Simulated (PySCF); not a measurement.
# A diatomic session: ClF

The task here is to estimate one member of a computed series from the others.

Program: PySCF 2.14.0. Level of theory: Cl 3-21G, F 3-21G, no relativity. These are calculated values, not measurements.

Set-up of the first run:

The job is set up so:

```
atoms                         : Cl, F
charge                        : 0
basis                         : Cl 3-21G, F 3-21G
Hamiltonian                   : no relativity
basis functions               : 22
electrons treated             : 26
masses in u                   : 34.9689, 18.9984
levels                        : PBE0, PBE, r²SCAN, MN15, revPBE, TPSS, LC-ωPBE, HF, MP2, SCS-MP2, CCSD, CCSD(T)
grid                          : 80 radial by 434 angular points
occupations                   : held fixed by the projection of orbital angular momentum
dissociation limit            : Cl + F, each in its ground configuration
starting distance in angstrom : 1.585
values of 2S to try           : 0, 2
```

Steps of the session up to this table: Input; The PBE0 curve of the state that the search chose; PBE (GGA); r²SCAN; MN15 (hybrid meta-GGA); revPBE (GGA); TPSS (meta-GGA); LC-ωPBE; RHF; Adding correlation.

One of the session's tables, all rows but one given; the rest of the session is left out.

It belongs to the step «Constants by level of theory». Differences from CCSD(T) in the same basis:

```
      level  Re (mÅ)  ωe (%)
        RHF      -97   +38.2
    RHF-MP2      -29   +14.1
RHF-SCS-MP2      -21   +10.6
   RHF-CCSD      -11    +4.7
        PBE      -18   +13.5
     revPBE      -10   +11.7
       TPSS      -18   +14.3
     r²SCAN      -32   +17.4
       PBE0      -52   +23.1
       MN15        ?       ?
    LC-ωPBE      -69   +29.5
```

Q: Estimate the row for MN15 from the others.

**Answer.** Re (mÅ): -61; ωe (%): +23.1. In the column «Re (mÅ)» it lies between LC-ωPBE (-69) and PBE0 (-52).

Hartree–Fock makes the bond too short and too stiff against this reference, as it mostly does. CCSD(T) in a basis this small is itself some way from its limit, more so than the functionals.
